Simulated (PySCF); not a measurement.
Gas-phase thermal properties of SiHF3

Energies from PySCF (xtb for GFN2), thermal terms from the rigid-rotor harmonic-oscillator model, ideal gas at 1 bar. Table values come from the NASA 1993 polynomials. 6-31G* has spherical d functions here. All species are closed-shell singlets. B3LYP is the form with VWN-RPA correlation. The harmonic model lacks anharmonicity and excited electronic states, which grow with temperature; levels with a mode under 35 cm⁻¹ are left out. The table's entry may be an old estimate for SiHF3 (not checked at source).

```csv
level,point group,σ,ZPE (kJ/mol),S°298 (J/mol/K),Cp298 (J/mol/K),S°1000 (J/mol/K),H1000 − H298 (kJ/mol)
table,-,-,-,277.3,63.5,377.0,60.2
B3LYP/6-31G*,C3v,3,48.0,278.2,63.3,377.5,59.9
GFN2-xTB,C3v,3,43.6,287.2,69.9,391.1,62.2
HF/6-31G*,C3v,3,51.4,275.6,61.0,372.6,58.7
PBE/def2-SVP,C3v,3,45.6,280.3,65.3,381.5,60.9
PBE0/def2-TZVP,C3v,3,47.3,277.9,63.8,377.8,60.2
```
σ: rotational symmetry number. Electronic degeneracy used: 1. Frequencies are unscaled.
